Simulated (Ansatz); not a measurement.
Basis sets over 6 cases of the deprotonation energy at HF with Ansatz (Al to Cl present), each against its own reference: (a) the value in aug-cc-pV5Z; (b) the value in aug-pcseg-3 (pcseg sets are built for DFT). By their distance from other large sets or by the extrapolation step the references are unsure by up to roughly 0.25 kcal/mol. B3LYP-D3(BJ)/def2-TZVP geometries; electronic energies; the proton's site as shown, best or not; no added dispersion term; no relativity. Cartesian d functions in some cases of 6-311G**, 6-311+G**. (X+d) sets on Al to Cl for cc-pVXZ and aug-cc-pVXZ. 

Cases are drawn at random; left out are references unsure by over 0.67 kcal/mol, doubtful singlets, and cases whose largest runs show a restricted determinant unstable towards unrestricted orbitals, <S^2> over 0.1 too high or, where CCSD(T) ran, T1 over 0.025 (0.045 for open shells). Sets are drawn from those converged to one state in every case.

Cases (SMILES) and reference values:
- Cl (HCl) → [Cl-] + H+: 336.16 kcal/mol (a)
- C(=C)Cl → C=[C-]Cl + H+: 394.38 kcal/mol (b)
- S (H2S) → [SH-] + H+: 357.83 kcal/mol (b)
- ClC (CH3-Cl) → [CH2-]Cl + H+: 410.70 kcal/mol (b)
- C(Cl)Cl → Cl[CH-]Cl + H+: 390.26 kcal/mol (b)
- [SiH4] (SiH4) → [SiH3-] + H+: 386.76 kcal/mol (b)

```csv
basis,"functions over def2-SVP (largest species, mean of cases)",mean signed deviation (kcal/mol),mean absolute,largest,within 2 kcal/mol
3-21G,0.6,-7.64,8.22,13.25,1 of 6
def2-SVP,1.0,10.58,10.58,19.63,0 of 6
6-311G**,1.4,-0.73,1.74,3.17,2 of 6
6-311+G**,1.5,-2.41,2.41,3.61,2 of 6
aug-cc-pVDZ,1.8,-3.13,3.13,4.23,0 of 6
def2-TZVP,1.8,2.65,2.65,5.34,4 of 6
"6-311++G(2d,2p)",2.0,-1.55,1.55,2.24,4 of 6
def2-TZVPD,2.3,-0.39,0.60,0.86,6 of 6
def2-TZVPP,2.5,2.95,2.95,5.65,3 of 6
jun-cc-pV(T+d)Z,2.7,-0.56,0.56,0.75,6 of 6
"6-311++G(3df,3pd)",2.9,-0.32,0.32,0.43,6 of 6
pcseg-3,4.6,0.36,0.36,0.71,6 of 6
def2-QZVPPD,5.1,-0.02,0.12,0.30,6 of 6
aug-cc-pVQZ,6.4,-0.18,0.18,0.31,6 of 6
```

Among the sets for which every case ran a larger relative (same family, alike in diffuse functions, listed or not), the smallest listed that holds all cases within 2 kcal/mol together with them is def2-TZVPD, at 2.3 times the functions of def2-SVP. Inside, though some case ran no larger relative to test it: 6-311++G(3df,3pd), pcseg-3, def2-QZVPPD, aug-cc-pVQZ. Largest deviations of relatives not listed, over the cases that ran them: def2-TZVPPD 0.75, aug-cc-pV5Z 0.00, aug-cc-pVTZ 0.78, pcseg-4 0.25 kcal/mol. A case lies within its reference's uncertainty of the window's edge in 6-311G**, def2-TZVP, 6-311++G(2d,2p), def2-TZVPP. These figures hold for the cases listed.

Ansatz is an electronic-structure program.
